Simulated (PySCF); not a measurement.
Functional dependence of a UV spectrum

CH₃BO.
Geometry (PBE0-D3(BJ)/def2-SVP, Å), atoms numbered from 1 in this order:
```xyz
6
CH3BO angstrom
C     -0.5172    0.0406    0.0115
B      1.0101   -0.0772   -0.0440
O      2.2109   -0.1697   -0.0869
H     -0.8774   -0.1256    1.0375
H     -0.9837   -0.7060   -0.6479
H     -0.8365    1.0419   -0.3132
```

Linear-response calculations in the def2-SVPD basis (PySCF; singlets by full response, triplets Tamm–Dancoff, core orbitals frozen in the response; HF means time-dependent Hartree–Fock). 'Strongest' is the level of largest summed f among the singlets computed (10 roots, of which the last may lack a degenerate partner); it can jump between rows when another state enters that window. S1 is the lowest singlet of each run and needn't be the same state throughout; f(S1) is that of one state. Geometry: PBE0-D3(BJ)/def2-SVP; no solvent, vibrations or thermal averaging.

| functional | kind | S1 (eV) | f(S1) | strongest (eV) | T1 (eV) | HOMO (eV) | gap (eV) | ionisation energy, ΔSCF (eV) |
| --- | --- | --- | --- | --- | --- | --- | --- | --- |
| LDA | LDA | 7.88 | 0.010 | 9.70 | 7.16 | -8.48 | 7.84 | 12.75 |
| PBE | GGA | 7.69 | 0.011 | 9.46 | 6.97 | -8.29 | 7.65 | 12.49 |
| B3LYP | global hybrid, 20% exact exchange | 8.23 | 0.000 | 10.10 | 7.15 | -9.55 | 9.22 | 12.60 |
| PBE0 | global hybrid, 25% exact exchange | 8.29 | 0.000 | 10.44 | 7.10 | -9.82 | 9.78 | 12.52 |
| BHandHLYP | global hybrid, 50% exact exchange | 8.40 | 0.000 | 11.05 | 7.30 | -11.25 | 11.57 | 12.29 |
| CAM-B3LYP | range-separated hybrid | 8.35 | 0.000 | 10.71 | 7.29 | -11.31 | 11.80 | 12.69 |
| wB97X-D | range-separated hybrid | 8.43 | 0.000 | 10.98 | 7.32 | -11.76 | 13.15 | 12.60 |
| LC-wPBE | range-separated hybrid | 8.56 | 0.000 | 11.41 | 7.35 | -12.76 | 14.15 | 12.78 |
| HF | Hartree–Fock | 8.63 | 0.000 | 12.06 | 7.27 | -13.57 | 15.07 | not settled |

S1 runs from 7.69 eV (PBE) to 8.63 eV (HF), a spread of 0.94 eV, while the orbital gap spreads over 7.4 eV. Along PBE (0%), B3LYP (20%), PBE0 (25%), BHandHLYP (50%), HF (100%) S1 rises with the share of exact exchange. −ε(HOMO) comes closest to its own ΔSCF ionisation energy with LC-wPBE (-0.02 eV) and misses most with LDA (-4.27 eV). 'Not settled' means that the ion's SCF failed to converge or may have ended in another state than the lowest.
